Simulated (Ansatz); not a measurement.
Input for Ansatz (development build ahead of 0.2.0):

```yaml
crystal:
  periodic: [false, false, false]
  atoms:
    - { symbol: C, position_ang: [0.0, 1.4232, 0.0] }
    - { symbol: C, position_ang: [1.2325, 0.7116, 0.0] }
    - { symbol: C, position_ang: [1.2325, -0.7116, 0.0] }
    - { symbol: C, position_ang: [0.0, -1.4232, 0.0] }
    - { symbol: C, position_ang: [-1.2325, -0.7116, 0.0] }
    - { symbol: C, position_ang: [-1.2325, 0.7116, 0.0] }
    - { symbol: H, position_ang: [2.1928, 1.266, 0.0] }
    - { symbol: H, position_ang: [2.1928, -1.266, 0.0] }
    - { symbol: H, position_ang: [0.0, -2.532, 0.0] }
    - { symbol: H, position_ang: [-2.1928, -1.266, 0.0] }
    - { symbol: H, position_ang: [-2.1928, 1.266, 0.0] }
basis:
  gaussian: { orbitals: def2-TZVP }
magnetization:
  spin_polarized: true
  initial_magnetization: 1
hamiltonian:
  xc: hf
```

The input is written out in the form of the current development build from the run's settings.

Results

```json
{
 "Converged": "yes",
 "Total energy": "-230.13277 hartree",
 "Spin squared of the determinant": "1.550",
 "Stability test": "minimum"
}
```

Caution: the unrestricted determinant is spin contaminated.
